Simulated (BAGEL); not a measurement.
# SiPH5 (SMILES [SiH3]P): B3LYP/def2-SVPD (density fitting with qzvpp-jkfit)

Aim: the energy change on altering one bond length of SiPH5 at B3LYP/def2-SVPD (density fitting with qzvpp-jkfit), from 2 runs. 

Program for the calculation: BAGEL 1.2.2.

1 further run of the same task is left out (set aside as unsound or not needed).

## Step 1: Starting point

SiPH5: 7 atoms, total charge 0, spin state singlet. SMILES: `[SiH3]P`. Geometry: relaxed at GFN2-xTB.

Bond lengths: Si1–P2 2.234 Å, Si1–H3 1.462 Å, Si1–H4 1.462 Å, Si1–H5 1.465 Å, P2–H6 1.383 Å, P2–H7 1.383 Å. Angles: Si1–P2–H6 95.7°, Si1–P2–H7 95.8°, P2–Si1–H3 106.9°, P2–Si1–H4 106.8°, P2–Si1–H5 113.1°, H6–P2–H7 92.2°, H3–Si1–H4 111.1°, H3–Si1–H5 109.5°, H4–Si1–H5 109.5°.

## Step 2: A single-point energy at B3LYP/def2-SVPD (density fitting with qzvpp-jkfit)

The input, input.json:

```json
{ "bagel" : [

{
  "title" : "molecule",
  "basis" : "def2-svpd.json",
  "df_basis" : "qzvpp-jkfit",
  "angstrom" : true,
  "geometry" : [
    { "atom" : "Si", "xyz" : [      -0.640830,      -0.361550,      -0.395920 ] },
    { "atom" : "P", "xyz" : [       1.061310,      -0.009120,       1.007680 ] },
    { "atom" : "H", "xyz" : [      -1.825500,      -0.602940,       0.426340 ] },
    { "atom" : "H", "xyz" : [      -0.298920,      -1.544330,      -1.184630 ] },
    { "atom" : "H", "xyz" : [      -0.890510,       0.768910,      -1.293660 ] },
    { "atom" : "H", "xyz" : [       0.664680,       1.260240,       1.387120 ] },
    { "atom" : "H", "xyz" : [       1.929760,       0.488790,       0.053060 ] }
  ]
},

{ "title" : "ks", "xc_func" : "b3lyp" },

{ "title" : "print", "file" : "orbitals.molden", "orbitals" : true }

]}
```

The basis set def2-SVPD is read from a file made from the Basis Set Exchange's data (not shown).

Run with:

```sh
$ BAGEL_NUM_THREADS=1 BAGEL input.json > input.out
```

Output:

```text
* using 1 threads per process

  ===============================================================
  ===============================================================

  *** Geometry ***

  { "atom" : "Si", "xyz" : [     -1.210993,     -0.683230,     -0.748180 ] },
  { "atom" : "P", "xyz" : [      2.005585,     -0.017234,      1.904239 ] },
  { "atom" : "H", "xyz" : [     -3.449695,     -1.139391,      0.805666 ] },
  { "atom" : "H", "xyz" : [     -0.564877,     -2.918361,     -2.238626 ] },
  { "atom" : "H", "xyz" : [     -1.682820,      1.453029,     -2.444663 ] },
  { "atom" : "H", "xyz" : [      1.256063,      2.381508,      2.621277 ] },
  { "atom" : "H", "xyz" : [      3.646718,      0.923679,      0.100269 ] },

  Number of auxiliary basis functions:      346

  Since a DF basis is specified, we compute 2- and 3-index integrals:
    o Being stored without compression. Storage requirement is 0.021 GB

  Number of basis functions:       88
  Number of electrons      :       34

    * METHOD: MOLECULE                             0.10

  *** Kohn-Sham DFT ***

    * Removing 10522 points whose weight is below 1.00e-10
    * Grid points: 93820

  === Nuclear Repulsion ===
    91.5029754670

       - DIIS with orbital gradients will be used.

  === KS iteration (b3lyp / def2-svpd.json) ===
      0       -619.26543920          0.07976521           0.28
      1       -622.35929409          0.09667131           0.26
      2       -618.39518646          0.10942089           0.27
      3       -632.21692351          0.05272588           0.27
      4       -633.53216508          0.01854881           0.27
      5       -633.68125219          0.00360295           0.27
      6       -633.68572520          0.00138653           0.27
      7       -633.68657645          0.00028133           0.27
      8       -633.68661423          0.00004318           0.27
      9       -633.68661476          0.00001407           0.27
     10       -633.68661484          0.00000271           0.27
     11       -633.68661484          0.00000130           0.27
     12       -633.68661485          0.00000010           0.27
     13       -633.68661485          0.00000002           0.26
     14       -633.68661485          0.00000001           0.27
    * SCF iteration converged.

    * Permanent dipole moment:
           (    0.081674,    -0.181533,     0.181548) a.u.

    * METHOD: KS                                   4.43

    * METHOD: PRINT                                0.01

  ===============================================================
```

It took 4.8 s on 1 thread of Arm Neoverse V2, shared host; peak memory 0.37 GiB.

## Step 3: The distorted shape at the same level

The input, calc.json:

```json
{ "bagel": [

{
  "title": "molecule",
  "basis": "def2-svpd.json",
  "df_basis": "qzvpp-jkfit",
  "angstrom": true,
  "geometry": [
    { "atom": "Si", "xyz": [   -0.323532,   -1.377020,   -0.699467 ] },
    { "atom": "P", "xyz": [    1.378608,   -1.024590,    0.704133 ] },
    { "atom": "H", "xyz": [   -1.508202,   -1.618410,    0.122793 ] },
    { "atom": "H", "xyz": [    0.018378,   -2.559800,   -1.488177 ] },
    { "atom": "H", "xyz": [   -0.573212,   -0.246560,   -1.597207 ] },
    { "atom": "H", "xyz": [    0.664680,    1.260240,    1.387120 ] },
    { "atom": "H", "xyz": [    2.247058,   -0.526680,   -0.250487 ] }
  ]
},
{
  "title": "ks",
  "xc_func": "b3lyp"
},
{
  "title": "print",
  "file": "orbitals.molden",
  "orbitals": true
}

]}
```

The basis set def2-SVPD is read from a file made from the Basis Set Exchange's data (not shown).

Run with:

```sh
$ BAGEL_NUM_THREADS=1 BAGEL calc.json > calc.out
```

Output:

```text
* using 1 threads per process

  ===============================================================
  ===============================================================

  *** Geometry ***

  { "atom" : "Si", "xyz" : [     -0.611387,     -2.602191,     -1.321801 ] },
  { "atom" : "P", "xyz" : [      2.605192,     -1.936194,      1.330619 ] },
  { "atom" : "H", "xyz" : [     -2.850089,     -3.058352,      0.232045 ] },
  { "atom" : "H", "xyz" : [      0.034729,     -4.837321,     -2.812247 ] },
  { "atom" : "H", "xyz" : [     -1.083214,     -0.465931,     -3.018284 ] },
  { "atom" : "H", "xyz" : [      1.256063,      2.381508,      2.621277 ] },
  { "atom" : "H", "xyz" : [      4.246324,     -0.995281,     -0.473352 ] },

  Number of auxiliary basis functions:      346

  Since a DF basis is specified, we compute 2- and 3-index integrals:
    o Being stored without compression. Storage requirement is 0.021 GB

  Number of basis functions:       88
  Number of electrons      :       34

    * METHOD: MOLECULE                             0.10

  *** Kohn-Sham DFT ***

    * Removing 9818 points whose weight is below 1.00e-10
    * Grid points: 94524

  === Nuclear Repulsion ===
    88.2109487129

       - DIIS with orbital gradients will be used.

  === KS iteration (b3lyp / def2-svpd.json) ===
      0       -619.24374931          0.07752458           0.29
      1       -621.84847981          0.07986501           0.27
      2       -616.64884506          0.10885147           0.27
      3       -631.73815503          0.05659630           0.27
      4       -631.11220379          0.05801873           0.27
      5       -633.02116843          0.02780409           0.27
      6       -632.79779814          0.03762080           0.27
      7       -633.21792042          0.02170622           0.27
      8       -633.55125840          0.00645551           0.27
      9       -633.57767724          0.00149512           0.28
     10       -633.57844968          0.00067326           0.27
     11       -633.57863012          0.00012007           0.27
     12       -633.57863745          0.00002665           0.28
     13       -633.57863780          0.00000826           0.27
     14       -633.57863783          0.00000189           0.28
     15       -633.57863784          0.00000156           0.27
     16       -633.57863784          0.00000042           0.28
     17       -633.57863784          0.00000019           0.27
     18       -633.57863784          0.00000003           0.27
     19       -633.57863784          0.00000002           0.27
     20       -633.57863784          0.00000000           0.27
    * SCF iteration converged.

    * Permanent dipole moment:
           (   -0.003780,     0.290093,     0.417159) a.u.

    * METHOD: KS                                   6.14

    * METHOD: PRINT                                0.01

  ===============================================================
```

Wall time 6.6 s (1 thread of Arm Neoverse V2, shared host); peak memory 0.38 GiB.

## Step 4: Outcome

At B3LYP/def2-SVPD (density fitting with qzvpp-jkfit):

| quantity | value |
| --- | --- |
| first shape: total energy | -633.68661 Eh |
| first shape: dipole moment | 0.68 D |
| first shape: HOMO energy | -7.27 eV |
| first shape: LUMO energy | 0.02 eV |
| first shape: HOMO–LUMO gap | 7.29 eV |
| distorted shape: total energy | -633.57864 Eh |
| distorted shape: dipole moment | 1.29 D |
| distorted shape: HOMO energy | -7.28 eV |
| distorted shape: LUMO energy | -3.55 eV |
| distorted shape: HOMO–LUMO gap | 3.73 eV |
| energy change with the P2–H6 bond stretched from 1.383 to 2.489 Å | 2.938 eV |

**Reading.** One bond (distorted shape) is far stretched, which a spin-restricted single reference describes badly; a broken-symmetry solution may lie lower. With the P2–H6 bond stretched from 1.383 to 2.489 Å the energy rises by 2.94 eV (68 kcal/mol). The first shape isn't relaxed at this level, so the change isn't measured from a minimum. A restricted reference can't describe the breaking bond well at this length.
